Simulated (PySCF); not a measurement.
# The first ionisation energy along group 16

Calculated with PySCF 2.14 from differences of total energies of unrestricted determinants, without spin-orbit coupling. Values in eV. The last column holds reference values (NIST; (s) semi-empirical, (t) theoretical, else measured). Unmarked ones compare directly (S terms, centres of terms, or small fine structure); those marked * lie between the lowest fine-structure levels and include a spin-orbit shift.

| element | configurations | UHF | MP2 (valence) | SCS-MP2 (valence) | CCSD (valence) | CCSD(T) (valence) | reference |
| --- | --- | --- | --- | --- | --- | --- | --- |
| O (jorge-DZP-DKH, spin-free X2C) | [He] 2s2 2p4 → [He] 2s2 2p3 | 11.988 | 12.839 | 12.835 | 12.853 | 12.870 | 13.608 |
| S (jorge-DZP-DKH, spin-free X2C) | [Ne] 3s2 3p4 → [Ne] 3s2 3p3 | 9.161 | 9.622 | 9.660 | 9.633 | 9.642 | 10.336 |
| Se (jorge-DZP-DKH, spin-free X2C) | [Ar] 3d10 4s2 4p4 → [Ar] 3d10 4s2 4p3 | 8.443 | 8.599 | 8.611 | 8.620 | 8.623 | 9.635 |

```tsv
method	elements	mean error (eV)	mean absolute error (eV)	largest error (eV)
UHF	3	-1.329	1.329	-1.621
MP2 (valence)	3	-0.840	0.840	-1.036
SCS-MP2 (valence)	3	-0.824	0.824	-1.024
CCSD (valence)	3	-0.825	0.825	-1.015
CCSD(T) (valence)	3	-0.815	0.815	-1.013
```

Errors include the incompleteness of the basis and the frozen core.

"Valence" correlates the outer s and p shells and, in groups 3 to 12 and the f block, the outer d or f shell, open or full, or the next shell where the ion has no valence electron left; the wider scheme adds the next inner shell.
